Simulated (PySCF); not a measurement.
# One shape, several levels: MgHCl (SMILES [MgH][Cl])

We compute a comparison of 6 runs (UPBE0/STO-3G, r2SCAN/STO-3G, wB97X-V/STO-3G, BCCD(T)/STO-3G, CCSDT(Q)/STO-3G, QCISD(T)/STO-3G) of MgHCl. The job is set up through a Python script.

Program for the calculation: PySCF 2.14.0.

2 further runs of the same task are left out: 2 set aside as unsound or not needed.

## Step 1: Starting point

MgHCl: 3 atoms, total charge 0, spin state singlet. SMILES: `[MgH][Cl]`. The Mg1–Cl2 distance was set to 3.280 Å, away from the relaxed value.

Bond lengths: Mg1–H3 1.686 Å.

## Step 2: The energy at UPBE0/STO-3G (run 1)

Input file job.py:

```python
from pyscf import gto, dft

mol = gto.Mole()
mol.atom = '''
Mg      -1.108238       0.129748      -0.592644
Cl       1.766500      -0.265500       0.937500
H       -2.585738       0.334448      -1.378244
'''
mol.verbose = 4
mol.basis = 'sto-3g'
mol.max_memory = 1860
mol.charge = 0
mol.build()

calc0 = dft.UKS(mol, xc='pbe0')
calc0.conv_tol = 1e-10
calc0.grids.level = 5
calc0.kernel()
if not calc0.converged:
    calc0 = calc0.newton().run(calc0.mo_coeff, calc0.mo_occ)
for _ in range(3):
    mo, _, stable, _ = calc0.stability(return_status=True)
    if stable:
        break
    calc0.kernel(calc0.make_rdm1(mo, calc0.mo_occ))

e_final = calc0.e_tot
print(f'total energy: {e_final:.8f} hartree')
```

On the command line:

```bash
$ OMP_NUM_THREADS=1 python job.py
```

The log of the run:

```text
PySCF version 2.14.0

[... 100 lines left out ...]
converged SCF energy = -653.04508348777  <S^2> = 7.1054274e-14  2S+1 = 1
[... 2 lines left out ...]
total energy: -653.04508349 hartree
```

Run time: 6.3 s. Hardware: 1 thread of Arm Neoverse V2, shared host; peak memory 0.29 GiB.

## Step 3: The energy at r2SCAN/STO-3G (run 2)

Input file job.py:

```python
from pyscf import gto, dft

system = gto.M(
    atom='''
Mg    -1.108238     0.129748    -0.592644
Cl     1.766500    -0.265500     0.937500
H     -2.585738     0.334448    -1.378244
''',
    verbose=3,
    basis='sto-3g',
    spin=0,
    max_memory=1860,
    charge=0,
)

calc0 = dft.RKS(system, xc='r2scan')
calc0.grids.level = 5
calc0.conv_tol = 1e-10
calc0.kernel()
if not calc0.converged:
    calc0 = calc0.newton().run(calc0.mo_coeff, calc0.mo_occ)

e_final = calc0.e_tot
print('E(%s) = %.9f' % ('R2SCAN', e_final))
```

On the command line:

```bash
$ OMP_NUM_THREADS=1 python job.py
```

The log of the run:

```text
converged SCF energy = -653.249271184544
E(R2SCAN) = -653.249271185
```

Run time: 2.6 s. Hardware: 1 thread of Arm Neoverse V2, shared host; peak memory 0.18 GiB.

Runs 3 to 5 aren't shown in full; the table further down has their settings and results.

## Step 4: A single-point energy at QCISD(T)/STO-3G (run 6)

Input file input.py:

```python
from pyscf import gto, scf, cc

system = gto.M(
    atom='''
Mg    -2.094266     0.245188    -1.119935
Cl     3.338201    -0.501722     1.771618
H     -4.886337     0.632015    -2.604504
''',
    verbose=3,
    max_memory=1860,
    spin=0,
    unit='bohr',
    charge=0,
    basis='sto-3g',
)

hf = scf.RHF(system)
hf.conv_tol = 1e-10
hf.kernel()
if not hf.converged:
    hf = hf.newton().run(hf.mo_coeff, hf.mo_occ)

mycc = cc.QCISD(hf, frozen=6)
mycc.kernel()
e_t = mycc.qcisd_t()
e_tot = mycc.e_tot + e_t
print(f'total energy: {e_tot:.8f} hartree')
```

On the command line:

```bash
$ OMP_NUM_THREADS=1 python input.py
```

The log of the run:

```text
converged SCF energy = -652.203118408846
E(QCISD) = -652.2499981074354  E_corr = -0.04687969858927982
QCISD(T) correction = -0.0011585007736677
total energy: -652.25115661 hartree
```

Wall time 0.54 s (1 thread of Arm Neoverse V2, shared host); peak memory 0.1 GiB.

## Step 5: All runs side by side

| run | level | follow instability | nlc grid | energy (Eh) | dipole moment (D) of the reference | HOMO energy (eV) | LUMO energy (eV) | wall time |
| --- | --- | --- | --- | --- | --- | --- | --- | --- |
| 1 | UPBE0/STO-3G | yes | – | -653.045083 | 7.70 | -2.31 | 0.99 | 6.3 s |
| 2 | r2SCAN/STO-3G | – | – | -653.249271 | 7.34 | -1.25 | 0.44 | 2.6 s |
| 3 | wB97X-V/STO-3G | – | 1 | -653.196845 | 8.37 | -4.43 | 3.00 | 7.2 s |
| 4 | BCCD(T)/STO-3G | – | – | -652.251082 | – | – | – | 0.78 s |
| 5 | CCSDT(Q)/STO-3G | – | – | -652.251104 | 9.38 | -4.98 | 4.16 | 2.2 s |
| 6 | QCISD(T)/STO-3G | – | – | -652.251157 | 9.38 | -4.98 | 4.16 | 0.54 s |

## Step 6: Results

| quantity | value |
| --- | --- |
| run 6: total energy | -652.25116 Eh |
| run 6: dipole moment (Hartree–Fock density) | 9.38 D |
| run 6: HOMO energy (Hartree–Fock orbitals) | -4.98 eV |
| run 6: LUMO energy (Hartree–Fock orbitals) | 4.16 eV |
| run 6: HOMO–LUMO gap (Hartree–Fock orbitals) | 9.15 eV |
| run 6: correlation energy (6 core orbitals frozen) | -48.0 mEh |
| run 6: (T) correction | -1.16 mEh |
| run 6: T1 diagnostic | 0.016 |

**Reading.** Over runs 1, 2, 3 the dipole moment (its size) runs from 7.34 D (r2SCAN/STO-3G) to 8.37 D (wB97X-V/STO-3G). Over runs 1, 2, 3 the HOMO–LUMO gap runs from 1.69 eV (r2SCAN/STO-3G) to 7.42 eV (wB97X-V/STO-3G). Totals of different functionals can't be ranked against each other. In runs 1, 2, 3, 4, 5, 6 the basis is minimal, so the values are rough. All runs together took 20 s, the longest 7.2 s.
